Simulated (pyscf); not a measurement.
`[AsH2][InH2]` + `[SiH4]` -> `[AsH2][In]` [singlet] + `[H][H]` + `[SiH4]` (multi-bond step; singlet surface; H–In, H–In, H–Si broken, H–H, H–Si formed). Single points on ωB97X-D3(BJ)/def2-SVP structures (PySCF, gas phase). Rate constants from transition-state theory, ωB97M-D3(BJ)/def2-TZVP energies (ideal gas, 1 atm, RRHO with modes under 100 cm⁻¹ raised to 100, one conformer, R ln 2 for chiral ones without a mode under 150 cm⁻¹; no tunnelling), k in cm³ molecule⁻¹ s⁻¹.

```json
[
 {"T (K)": "298", "1000/T": "3.354", "log10 k": "-48.59"},
 {"T (K)": "600", "1000/T": "1.667", "log10 k": "?"},
 {"T (K)": "900", "1000/T": "1.111", "log10 k": "-24.34"},
 {"T (K)": "1200", "1000/T": "0.833", "log10 k": "-21.14"}
]
```

Fit an Arrhenius line to the three values, give the activation energy, and predict k at 600 K.

Least squares gives log10 k = -12.18 − 10.86 × 1000/T, so Ea = 10.86 × ln 10 × 1.987 = 49.7 kcal/mol, against an electronic barrier of 47.9. At 600 K the line gives -30.28; the computed value is -30.51 (ΔG‡ = 67.3 kcal/mol), a factor 1.7 under the line, since the plot is curved. On the reactant side the descent ends in a complex (not fully relaxed), 5.5 kcal/mol under the separated species and 52.2 kcal/mol under the saddle at ωB97X-D3(BJ)/def2-TZVP. On the product side the descent ends in a complex (not fully relaxed), 7.4 kcal/mol under the separated species and 53.6 kcal/mol under the saddle at ωB97X-D3(BJ)/def2-TZVP. This is the saddle that the search found; another between the same sides may lie lower. Elements up to Kr have no core potential and no relativistic terms here. Elements past Kr carry the def2 core potentials, without spin-orbit coupling.
